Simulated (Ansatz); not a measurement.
## What a trial cell of LiCo3Pt relaxes into

Theory: Ansatz, DFT PBE, scalar-relativistic, plane waves, PAW. Cutoff 420 eV, Γ-centred k mesh, Gaussian smearing, no spin polarisation in the final step.

LiCo3Pt was placed on the cubic perovskite structure type (Pm-3m, No. 221), with Li in place of Sr, Pt in place of Ti, Co in place of O, at a guessed volume.

```
CELL_PARAMETERS angstrom
3.78973 0.00000 0.00000
0.00000 3.78973 0.00000
0.00000 0.00000 3.78973
ATOMIC_POSITIONS crystal
Li 0.00000 0.00000 0.00000
Co 0.00000 0.50000 0.50000
Co 0.50000 0.00000 0.50000
Co 0.50000 0.50000 0.00000
Pt 0.50000 0.50000 0.50000
```

Cell and atoms relax at zero pressure; the relaxation can't lower the symmetry of the start. After a coarse first stage the cell is made exact in the group found at 0.06 Å.

Formation energies are uncorrected and refer to the elements' standard structures at the same level.

Task: Describe the relaxed structure.

Result: It keeps Pm-3m (No. 221). The result still has the cubic perovskite structure. Conventional cell: a = 4.565 Å. Around Li lie 12 Co at 3.23 Å; Co is coordinated by 2 Pt at 2.28 Å; Pt has 6 Co at 2.28 Å.

Space group Pm-3m (No. 221). a = 4.565 Å, b = 4.565 Å, c = 4.565 Å, α = 90.00°, β = 90.00°, γ = 90.00°
| atom | site | symmetry | x | y | z |
| --- | --- | --- | --- | --- | --- |
| Li | 1a | m-3m | 0.0000 | 0.0000 | 0.0000 |
| Co | 3c | 4/mm.m | 0.0000 | 0.5000 | 0.5000 |
| Pt | 1b | m-3m | 0.5000 | 0.5000 | 0.5000 |

Task: What are its volume, energy, density and gap?

Result: The volume per atom is 19.02 Å³. The density is 6.61 g/cm³, the energy over the elements is 1.37 eV/atom and the gap on the 8×8×8 mesh is 0 eV (a metal).

The final run used a 8×8×8 mesh on its 5-atom cell and 0.10 eV smearing. For metals, differences of a few meV/atom aren't resolved. Spin–orbit coupling is left out. A structure relaxed within its symmetry needn't be a true minimum. The steps took of the order of 80 core-seconds in all.

Cost: 3 runs of about 1.3 core-minutes in all, on Arm Neoverse V1 (shared hosts).